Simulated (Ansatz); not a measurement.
```yaml
crystal:
  periodic: [false, false, false]
  atoms:
    - {symbol: Li, position_ang: [0.000000, 0.000000, 0.000000]}
    - {symbol: Be, position_ang: [0.000000, 0.000000, 2.120400]}
basis:
  gaussian: {orbitals: def2-TZVP}
total_charge: 1
hamiltonian: {xc: pbe0}
relax: {f_tol: 0.004, max_steps: 80}
```

```sh
$ ansatz run in.yaml --threads 1 --pin off --events-out ev --progress --plain --max-ram 2176MiB
```

Steps of the relaxation (energy above the last step; positions in Å, forces in eV/Å):

```
2
step 1, 302.0 meV
Li    0.000    0.000    0.000    0.000    0.000   -1.641
Be    0.000    0.000    2.120    0.000    0.000    1.641
```

```
2
step 2, 17.9 meV
Li    0.000    0.000   -0.166    0.000    0.000   -0.278
Be    0.000    0.000    2.287    0.000    0.000    0.278
```

```
2
step 3, 41.3 meV
Li    0.000    0.000   -0.366    0.000    0.000    0.273
Be    0.000    0.000    2.487    0.000    0.000   -0.273
```

```
2
step 5, 0.0 meV
Li    0.000    0.000   -0.233    0.000    0.000   -0.010
Be    0.000    0.000    2.353    0.000    0.000    0.010
```

```
2
step 6, 0.0 meV
Li    0.000    0.000   -0.236    0.000    0.000    0.000
Be    0.000    0.000    2.356    0.000    0.000    0.000
```

Close pairs at the end: Li1–Be2 2.592 Å.

A stationary point of restricted PBE0 after 6 steps (its stability towards spin polarisation wasn't tested). 0.93 s on 1 thread of AMD EPYC 9R45, shared host.
